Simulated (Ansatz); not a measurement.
Molecule (SMILES): O=[CH] (CH-O), doublet.
Atoms: C1, O2, H3. Bonds: C1-O2, C1-H3.

Basis-set convergence of the optimised C1-H3 bond length at MP2 with Ansatz (a first-principles code). The reference of a correlated method is not its basis-set limit, which lies further on. Cartesian d functions, on some or all atoms, in 6-31G*; all else is spherical. Cores are frozen. Open shells are unrestricted. No added dispersion term, no relativity. Reference: the value in aug-cc-pVQZ, 1.1153 Å, itself unsure by roughly 0.0001 Å (its mean distance from def2-QZVPP, cc-pVQZ). Deviations are taken from unrounded values.

| basis | functions | optimised C1-H3 bond length (Å) | minus reference (Å) |
|---|---|---|---|
| 6-31G* | 32 | 1.1235 | 0.0082 |
| def2-SVP | 33 | 1.1300 | 0.0146 |
| 6-311G** | 42 | 1.1233 | 0.0080 |
| def2-TZVP | 68 | 1.1197 | 0.0044 |
| pcseg-2 | 74 | 1.1138 | -0.0015 |
| def2-TZVPP | 76 | 1.1161 | 0.0008 |
| def2-QZVPP | 144 | 1.1152 | -0.0001 |

The smallest set listed that lies within 0.003 Å of the reference with all its larger relatives (same family, alike in diffuse functions; a set with none counts only in the reference's own line) is def2-TZVPP (76 functions, 0.0008 Å off). Inside, with no larger relative to test it: pcseg-2.
